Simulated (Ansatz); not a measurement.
# A reaction path, image by image

BNH₄O, closed shell, from BNH₄O ([NH2][BH][OH]) to BNH₄O ([NH][BH][OH2]); PBE0-D4/def2-SVP (Ansatz 0.2.0). Settings:

```yaml
hamiltonian: {xc: pbe0, dispersion: d4}
neb:
  images: 5
  climbing: true
  max_iterations: 40
  initial_path: idpp
```

First end:

```csv
atom,x (Å),y (Å),z (Å)
B1,0.1229,0.1422,0.3400
O2,0.2361,-1.1228,0.8566
N3,-0.3185,0.2924,-0.9771
H4,-0.5566,-0.4908,-1.5616
H5,0.3942,1.1132,0.9946
H6,0.5449,-1.1225,1.7624
H7,-0.4232,1.1882,-1.4149
```

Second end:

```json
{"atom": "B1", "x (Å)": "-0.0369", "y (Å)": "0.5470", "z (Å)": "0.2486"}
{"atom": "O2", "x (Å)": "-0.2022", "y (Å)": "-1.0699", "z (Å)": "0.5428"}
{"atom": "N3", "x (Å)": "-0.1227", "y (Å)": "0.6421", "z (Å)": "-1.0597"}
{"atom": "H4", "x (Å)": "-0.2245", "y (Å)": "-1.2670", "z (Å)": "-0.4217"}
{"atom": "H5", "x (Å)": "0.1080", "y (Å)": "1.1060", "z (Å)": "1.2918"}
{"atom": "H6", "x (Å)": "0.5744", "y (Å)": "-1.4853", "z (Å)": "0.9388"}
{"atom": "H7", "x (Å)": "-0.0961", "y (Å)": "1.5270", "z (Å)": "-1.5407"}
```

The ends were relaxed with PBE0-D4 in triple zeta, so they are not quite minima here (largest force components 0.40 and 0.28 eV/Å).

Energies along the converged band: It took 10 iterations. Path lengths are measured after rigid turns and shifts between images are taken out.
```csv
image,path length (Å),energy (kJ/mol)
0,0.00,0.0
1,0.42,12.5
2,0.85,38.5
3,1.27,78.3
4,1.70,198.4
5 (climbing),2.12,277.0
6,2.57,274.4
```
Energies count from the first end.

The images between the ends:
Image 1:
```xyz
7
angstrom
B 0.0529 0.2044 0.3975
O 0.0280 -1.0859 0.8700
N -0.2849 0.3344 -0.9516
H -0.4679 -0.5246 -1.4550
H 0.3352 1.1702 1.0840
H 0.6663 -1.2761 1.5557
H -0.3296 1.1775 -1.5007
```

Image 2:
```xyz
7
angstrom
B 0.0093 0.2690 0.4474
O -0.1078 -1.0221 0.9382
N -0.2182 0.3480 -0.9248
H -0.3986 -0.5659 -1.3231
H 0.2544 1.2343 1.1475
H 0.7078 -1.3948 1.2735
H -0.2469 1.1313 -1.5587
```

Image 3:
```xyz
7
angstrom
B -0.0114 0.3437 0.4645
O -0.1636 -0.9825 0.8990
N -0.1576 0.3694 -0.9137
H -0.3201 -0.6288 -1.0666
H 0.1754 1.2653 1.2272
H 0.6652 -1.4474 1.0213
H -0.1880 1.0803 -1.6317
```

Image 4:
```xyz
7
angstrom
B -0.0269 0.4200 0.4035
O -0.1954 -1.0087 0.7239
N -0.1334 0.3930 -0.9578
H -0.2543 -0.7406 -0.7440
H 0.1241 1.2364 1.2735
H 0.6278 -1.4516 0.9456
H -0.1420 1.1515 -1.6448
```

Image 5:
```xyz
7
angstrom
B -0.0442 0.5094 0.3266
O -0.2109 -1.0457 0.5980
N -0.1098 0.4822 -1.0071
H -0.2226 -0.9620 -0.4814
H 0.0783 1.2032 1.3016
H 0.6099 -1.4617 0.8979
H -0.1009 1.2745 -1.6356
```

The band counts as converged below 0.05 eV/Å. The run took about 32 s on 2 CPU threads of an Intel Xeon 6975P-C (shared host).
